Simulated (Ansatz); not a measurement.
This was printed by a script on Ansatz 0.2.0 through its Python package, for a ladder of methods at one geometry of C2H6S, SMILES CCS. What did the script look like? Settings (for the species named): r2scan0, def2-SVP basis, multiplicity 1. The script varies functional: r2scan0, lc_wpbe, hse06, pbe.

```json
{"atom": "C", "x (Å)": "-0.6356", "y (Å)": "0.2892", "z (Å)": "-0.5463"}
{"atom": "C", "x (Å)": "0.6467", "y (Å)": "-0.2555", "z (Å)": "-0.1385"}
{"atom": "S", "x (Å)": "0.4643", "y (Å)": "-1.1261", "z (Å)": "1.4301"}
{"atom": "H", "x (Å)": "-1.3684", "y (Å)": "-0.4345", "z (Å)": "-0.6927"}
{"atom": "H", "x (Å)": "-0.5746", "y (Å)": "0.8482", "z (Å)": "-1.5328"}
{"atom": "H", "x (Å)": "-1.0534", "y (Å)": "1.0759", "z (Å)": "0.1729"}
{"atom": "H", "x (Å)": "1.0350", "y (Å)": "-0.9546", "z (Å)": "-0.8907"}
{"atom": "H", "x (Å)": "1.4349", "y (Å)": "0.5578", "z (Å)": "-0.0376"}
{"atom": "H", "x (Å)": "0.1395", "y (Å)": "-0.0467", "z (Å)": "2.2183"}
```

```console
$ python c2h6s.py
functional    E (Ha)        dipole (D)   HOMO (eV)  LUMO (eV)
r2scan0       -477.729440     1.676      -6.765      1.247
lc_wpbe       -477.660442     1.686      -9.397      3.312
hse06         -477.568001     1.606      -6.164      0.591
pbe           -477.526631     1.509      -5.251      0.026
```

The script that was run (others could print the same):

Script `c2h6s.py`:
```python
from pathlib import Path

import ansatz as az
from ase import Atoms
import numpy as np


def main() -> None:
    atoms = Atoms(["C", "C", "S", "H", "H", "H", "H", "H", "H"], positions=[
        (-0.6356, 0.2892, -0.5463),
        (0.6467, -0.2555, -0.1385),
        (0.4643, -1.1261, 1.4301),
        (-1.3684, -0.4345, -0.6927),
        (-0.5746, 0.8482, -1.5328),
        (-1.0534, 1.0759, 0.1729),
        (1.035, -0.9546, -0.8907),
        (1.4349, 0.5578, -0.0376),
        (0.1395, -0.0467, 2.2183),
    ])
    mol = az.Crystal.molecule_from_ase(atoms)

    setup = mol.calculation().basis(gaussian="def2-SVP")

    print("functional    E (Ha)        dipole (D)   HOMO (eV)  LUMO (eV)")
    for name in ["r2scan0", "lc_wpbe", "hse06", "pbe"]:
        r = setup.functional(name).forces().orbitals().run(runs_dir="runs").report
        lines = Path(r["orbitals_path"]).read_text().splitlines()
        field_of = lambda key: [line.split("=")[1].strip() for line in lines if line.startswith(key)]
        orbitals = [(27.211386 * float(e), s, float(n)) for e, s, n in zip(field_of("Ene="), field_of("Spin="), field_of("Occup="))]
        homo = max(e for e, _, n in orbitals if n > 0.5)
        lumo = min(e for e, _, n in orbitals if n < 0.5)
        dipole = 4.803205 * np.linalg.norm(r["charge_distribution"]["dipole_moment_e_ang"])
        print(f"{name:10s} {r['free_energy_ev'] / 27.211386246:14.6f} {dipole:9.3f} {homo:11.3f} {lumo:10.3f}")


if __name__ == "__main__":
    main()
```

Caveats:
- Total energies depend on the basis set; only differences at equal settings carry meaning.
- The geometry is a force-field or estimated start, not a minimum of this method, and the basis set is short of its limit. A lower total doesn't mark the better method: functionals have no common bound, and MP2 and coupled cluster aren't variational.
- Levels such as HOMO and LUMO are orbital energies: with these approximate functionals they aren't the ionisation energy and electron affinity, and their gap isn't the fundamental gap.
- hse06 follows the composition of plane-wave codes, whose totals differ by tens of mHa, up to about 0.1 Ha, from the form usual in Gaussian-basis programs (wpbeh).
- The whole script took 7.6 s on 1 thread of Intel(R) Xeon(R) Processor @ 2.30GHz, on a shared host, peak memory 0.26 GiB.
